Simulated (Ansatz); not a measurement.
Diamond was calculated with LDA (plane waves, PAW; Ansatz, a first-principles code).

Settings: plane-wave cutoff 520 eV, 16×16×16 k mesh, perturbation theory, scalar-relativistic PAW data made under PBE.

The cell has the measured lattice parameters. Conventional cell: a = 3.5670 Å, b = 3.5670 Å, c = 3.5670 Å, α = 90.00°, β = 90.00°, γ = 90.00°.

```cif
data_C8
_chemical_formula_sum 'C8'
_space_group_name_H-M_alt 'Fd-3m :1'
_space_group_IT_number 227
_space_group_name_Hall 'F 4d 2 3 -1d'
_cell_length_a 3.56700
_cell_length_b 3.56700
_cell_length_c 3.56700
_cell_angle_alpha 90.000
_cell_angle_beta 90.000
_cell_angle_gamma 90.000
loop_
_atom_site_label
_atom_site_type_symbol
_atom_site_symmetry_multiplicity
_atom_site_Wyckoff_symbol
_atom_site_fract_x
_atom_site_fract_y
_atom_site_fract_z
_atom_site_occupancy
C1 C 8 a 0.00000 0.00000 0.00000 1
```
(The calculation used a cell of 2 atoms; values per cell refer to that cell.)

Harmonic phonon frequencies (cm⁻¹; i marks an imaginary mode):

```json
[
 {"q point": "Γ", "frequencies": "(withheld)"},
 {"q point": "X", "frequencies": "783 783 1049 1049 1187 1187"},
 {"q point": "U", "frequencies": "(withheld)"}
]
```

Problem. Complete the blanks.

Solution. 
- Γ, frequencies: 0 0 0 1284 1284 1284
- U, frequencies: 748 967 991 1048 1070 1213

Measured, for comparison: zone-centre TO phonon frequency 1333 cm⁻¹ (low temperature, zero-point motion not removed; as tabulated in Kunc et al. (2003), arXiv:cond-mat/0304692). Computed (rounded) less measured: zone-centre TO phonon frequency -4 %.

No imaginary mode appears at these points.

Note: the cell isn't this level's own, so it is under some stress, which shifts stiffness and frequencies.
